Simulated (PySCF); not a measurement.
Core-level binding energies of `N[C@@H]1C=CC1`

Species: C₄H₇N.
SMILES with atom numbers: `[NH2:1][C@@H:2]1[CH:3]=[CH:4][CH2:5]1`

Theory: PySCF, delta-SCF UKS SCAN, pcX-2 on the ionised atom, pcseg-1 elsewhere, spin-free X2C. Binding energies are ΔSCF values: E(core-ionised, relaxed orbitals) − E(ground state) at a fixed geometry, referred to the vacuum level.

Q: List the computed XPS lines with their assignment.

A: 
```
atom(s)                   environment  level  binding energy (eV)  above the level's lowest (eV)  count
     C3              alkene CH carbon   C 1s               290.13                           0.00      1
     C4              alkene CH carbon   C 1s               290.34                          +0.21      1
     C5                allylic carbon   C 1s               290.45                          +0.32      1
     C2  sp3 carbon bound to nitrogen   C 1s               291.43                          +1.30      1
     N1        primary amine nitrogen   N 1s               404.94                           0.00      1
```

Lowest listed C 1s: C3, bonded to C (double bond), C and H. Highest, 1.30 eV above it: C2, bonded to N, 2 C and H. The widest gap between neighbouring values is 0.98 eV, between 290.45 and 291.43 eV. Summing the Pauling electronegativity differences to the bonded atoms, each weighted by its formal bond order, gives -0.35 for the lowest site and +0.14 for the highest; no listed site has a larger sum than the highest. The smallest sum, -0.70, belongs to C5, 0.32 eV above the lowest.

Q: Express the binding energy of C 1s of C5 in atomic units and per mole.

A: 290.45 eV = 10.6738 Eh = 28024 kJ/mol.

Isolated species at its PBE0-D3(BJ)/def2-SVP geometry (one conformer only).

Time: 28 s of wall time. Hardware: x86-64 server, one thread (shared host).

Conformer computed: `[NH2:1][C@@H:2]1[CH:3]=[CH:4][CH2:5]1`: H–N1–C2–C3 55°, H–N1–C2–C3 174°.
